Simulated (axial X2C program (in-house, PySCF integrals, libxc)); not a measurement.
Which molecule gave these maps?

PBE0 fields computed with an in-house relativistic program for diatomic molecules, scalar-relativistic, near the equilibrium distance, one atom at z = 0.

The maps cover the half plane through the axis: z from -2.4 to 3.6 Å along the bond, ρ from 0.15 to 2.25 Å away from it.

log10 of the density in e/bohr³:

```
 ρ\z  -2.4  -1.8  -1.2  -0.6   0.0   0.6   1.2   1.8   2.4   3.0   3.6
0.15  -2.9  -2.2  -1.5  -0.9   1.1  -0.9  -0.8  -0.9  -1.9  -2.7  -3.5
0.45  -3.0  -2.3  -1.6  -1.1  -0.3  -1.1  -1.1  -1.3  -2.0  -2.8  -3.6
0.75  -3.1  -2.4  -1.7  -1.3  -1.2  -1.4  -1.5  -1.7  -2.2  -3.0  -3.7
1.05  -3.2  -2.5  -1.9  -1.5  -1.4  -1.6  -1.8  -2.1  -2.5  -3.2  -3.8
1.35  -3.3  -2.7  -2.2  -1.8  -1.7  -1.9  -2.2  -2.4  -2.9  -3.4  -3.9
1.65  -3.4  -2.9  -2.4  -2.1  -2.0  -2.2  -2.5  -2.8  -3.2  -3.6  -4.1
1.95  -3.6  -3.1  -2.7  -2.4  -2.3  -2.5  -2.7  -3.1  -3.4  -3.8  -4.3
2.25  -3.7  -3.3  -2.9  -2.7  -2.6  -2.7  -3.0  -3.3  -3.7  -4.0  -4.5
```

Electron localisation function (collinear form, no current term, damped to 0 at low density):

```
 ρ\z  -2.4  -1.8  -1.2  -0.6   0.0   0.6   1.2   1.8   2.4   3.0   3.6
0.15  0.26  0.76  0.91  0.07  0.51  0.07  0.99  1.00  0.99  0.82  0.07
0.45  0.24  0.74  0.91  0.23  0.50  0.15  0.97  1.00  0.98  0.74  0.05
0.75  0.20  0.70  0.91  0.84  0.19  0.51  0.87  0.97  0.93  0.54  0.03
1.05  0.16  0.64  0.89  0.94  0.84  0.62  0.62  0.81  0.73  0.26  0.01
1.35  0.12  0.56  0.85  0.93  0.89  0.64  0.41  0.46  0.36  0.08  0.00
1.65  0.07  0.46  0.79  0.89  0.87  0.62  0.32  0.21  0.12  0.02  0.00
1.95  0.04  0.34  0.71  0.84  0.81  0.58  0.27  0.12  0.04  0.01  0.00
2.25  0.02  0.20  0.57  0.75  0.74  0.52  0.23  0.07  0.02  0.00  0.00
```

Axial spin density in 10⁻³ e/bohr³:

```
 ρ\z  -2.4  -1.8  -1.2  -0.6    0.0   0.6   1.2   1.8   2.4   3.0  3.6
0.15  -0.2  -1.0  -4.0  -4.8  144.1   0.3  -2.9  -3.5  -0.5  -0.1  0.0
0.45  -0.2  -0.7  -1.6   3.0    2.9   8.6   1.0  -0.9  -0.2   0.0  0.0
0.75  -0.1  -0.2   0.9  10.3   22.8  14.3   3.4   0.4   0.0   0.0  0.0
1.05   0.0   0.2   2.1  10.5   20.2  12.6   3.7   0.8   0.1   0.0  0.0
1.35   0.1   0.4   2.1   7.5   12.4   8.3   3.0   0.8   0.2   0.0  0.0
1.65   0.1   0.4   1.7   4.6    6.9   4.9   2.1   0.6   0.2   0.0  0.0
1.95   0.1   0.4   1.2   2.7    3.7   2.8   1.3   0.5   0.1   0.1  0.0
2.25   0.1   0.3   0.8   1.5    2.0   1.6   0.8   0.3   0.1   0.0  0.0
```

Question: Which molecule is it?
A. AlSi
B. SiCl⁻
C. FlF
D. SiH⁻

Answer: D. SiH⁻, with Si at z = 0 and H at z = 1.561 Å, state M_S = 1, Λ = 0 (beyond evenly filled blocks: π+α, π-α), basis Si dyall-av3z [9s8p3d2f], H dyall-av3z [7s3p2d] (cores contracted in-house). One determinant describes the state; a PBE0 search over occupations chose it and may have missed a lower one. Other states lie close and PBE0, whose exact exchange favours high spin, may order them wrongly; the determinant shown need not be the ground state. The nearest other spin-free determinant of the search, M_S = 0, Λ = 2, lies 0.73 eV up at the distance of the search. The highest occupied level of some functionals is positive through self-interaction error; at Hartree–Fock it is bound.
